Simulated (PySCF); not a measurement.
**Gas-phase thermal properties of C₄H₂**

Energies from PySCF (xtb for GFN2), thermal terms from the rigid-rotor harmonic-oscillator model, ideal gas at 1 bar. The comparison is the NASA 1993 polynomial table, which mixes measured and estimated data. 6-31G* has spherical d functions here. All species are closed-shell singlets. B3LYP is the form with VWN-RPA correlation. The harmonic model lacks anharmonicity and excited electronic states, which grow with temperature; levels with a mode under 35 cm⁻¹ are left out. The table's entry may be an old estimate for C₄H₂ (not checked at source).

```
level           point group  σ  ZPE (kJ/mol)  S°298 (J/mol/K)  Cp298 (J/mol/K)  S°1000 (J/mol/K)  H1000 − H298 (kJ/mol)
--------------  -----------  -  ------------  ---------------  ---------------  ----------------  ---------------------
table                     -  -             -            250.2             73.7             363.6                   68.2
B3LYP/6-31G*            D∞h  2         100.2            244.1             69.2             353.9                   66.4
GFN2-xTB                D∞h  2          95.1            254.8             75.2             368.1                   68.1
HF/6-31G*               D∞h  2         110.1            239.4             62.1             343.0                   63.1
PBE/def2-SVP            D∞h  2          96.0            247.9             72.2             360.1                   67.6
PBE0/def2-TZVP          D∞h  2          99.1            246.6             70.5             357.2                   66.8
```
σ: rotational symmetry number. Electronic degeneracy used: 1. Frequencies are unscaled.
